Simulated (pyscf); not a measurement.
HS–GeH₃ → H₂S + germylene (GeH₂) [singlet], a 1,1-elimination (singlet surface; Ge–S, Ge–H broken, H–S formed). PySCF, gas phase, ωB97X-D3(BJ)/def2-SVP geometries. MP2 and CC: frozen core, UHF for open shells. ΔMP2 is the change of the MP2 total energy from the triple- to the quadruple-zeta basis. Energies in kcal/mol from the reactant's lowest minimum found.

Small-basis levels: PySCF, no dispersion term, spherical d functions. 

### Question
Quick HF/3-21G single points give ΔE‡ = 70.8 kcal/mol and ΔE = +49.5 kcal/mol. What does CCSD(T)/def2-TZVPP + ΔMP2(QZVPP) give, and how far is the quick result from it?

### Answer
CCSD(T)/def2-TZVPP + ΔMP2(QZVPP) gives ΔE‡ = 53.2 kcal/mol and ΔE = +50.8 kcal/mol. HF/3-21G lies 17.7 kcal/mol over it in the barrier and 1.2 kcal/mol under it in the reaction energy, so on this step it does not hold to within 3.0 kcal/mol. CCSD(T)/def2-TZVPP + ΔMP2(QZVPP) has limits of its own. On the product side the descent ends in an adduct with a Ge–S contact, 18.2 kcal/mol under the separated species and 21.0 kcal/mol under the saddle at ωB97X-D3(BJ)/def2-TZVP. What is counted as broken (Ge–S) persists as a longer contact in the product adduct; parting that adduct is a step of its own. At ωB97X-D3(BJ) the barrier from the zero used here is 58.0 kcal/mol. This is the saddle that the search found; another between the same sides may lie lower. The CCSD(T) − MP2 part came from Ansatz, without density fitting, on the same reference. The frozen core leaves the outer d or s,p core shells of the metals and heavy elements correlated in the MP2 and CC values, and def2-TZVPP describes them poorly, which can shift differences by a few kcal/mol. In the def2 sets elements up to Kr have no core potential.
